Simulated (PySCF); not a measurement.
## Bonding in `CCOCC[S-]`

C4H9OS (charge -1).
Numbering: `[CH3:1][CH2:2][O:3][CH2:4][CH2:5][S-:6]` (hydrogens: H7, H8, H9 on C1; H10, H11 on C2; H12, H13 on C4; H14, H15 on C5)

Cartesian coordinates in Å at the GFN2-xTB level; atoms count from 1:
```
atom  x, y, z in Å
C1    -2.0671   -0.3443    1.0427
C2    -1.0190    0.0965    0.0334
O3     0.0295    0.7624    0.7184
C4     1.1972    0.8903   -0.0692
C5     1.9345   -0.4237   -0.3396
S6     1.3073   -1.3402   -1.7690
H7    -2.9154   -0.7871    0.5253
H8    -1.6418   -1.0796    1.7214
H9    -2.4082    0.5089    1.6279
H10   -0.6158   -0.7629   -0.5217
H11   -1.4660    0.7902   -0.7008
H12    0.9507    1.3710   -1.0295
H13    1.8405    1.5703    0.5081
H14    2.9935   -0.1889   -0.5204
H15    1.8758   -1.0548    0.5570
```

Bond orders from the PBE0/pcSseg-1 density (PySCF). Geometry: GFN2-xTB, one conformer, isolated ion. The pcSseg-1 basis has no diffuse functions, a weakness for an anion. The HOMO energy is positive at this level (+0.41 eV), so the outermost electrons may be held by the finite basis alone.

Where do the orders between heavy atoms depart from those drawn in the SMILES?

The largest departure is 0.090, at C2–O3 (drawn single, 0.910).

Give the Mayer order of every bond between heavy atoms, beside its length.

```json
{"bond": "C1–C2", "drawn as": "single", "length (Å)": "1.520", "Mayer order": "1.062"}
{"bond": "C2–O3", "drawn as": "single", "length (Å)": "1.418", "Mayer order": "0.910"}
{"bond": "O3–C4", "drawn as": "single", "length (Å)": "1.414", "Mayer order": "0.927"}
{"bond": "C4–C5", "drawn as": "single", "length (Å)": "1.531", "Mayer order": "1.004"}
{"bond": "C5–S6", "drawn as": "single", "length (Å)": "1.810", "Mayer order": "1.062"}
```

By pair of heavy elements: C–C: lowest C4–C5 (1.004, 1.531 Å), highest C1–C2 (1.062, 1.520 Å). C–O: all 2 within 0.02 of one another (0.910 to 0.927).

And the bonds to hydrogen?

C–H: 0.89 to 0.97 (9 bonds).

Sum the orders of all bonds at each heavy atom with more than one neighbour and set the sums beside the valence in the SMILES.

C1 3.964 (drawn 4), C2 3.811 (drawn 4), O3 1.837 (drawn 2), C4 3.819 (drawn 4), C5 3.951 (drawn 4). Orders between atoms that aren't bonded are not in these sums.

For a closed shell the Mayer order of atoms A and B is Σ (PS)μν (PS)νμ over the basis functions μ on A and ν on B, with P the density and S the overlap matrix.
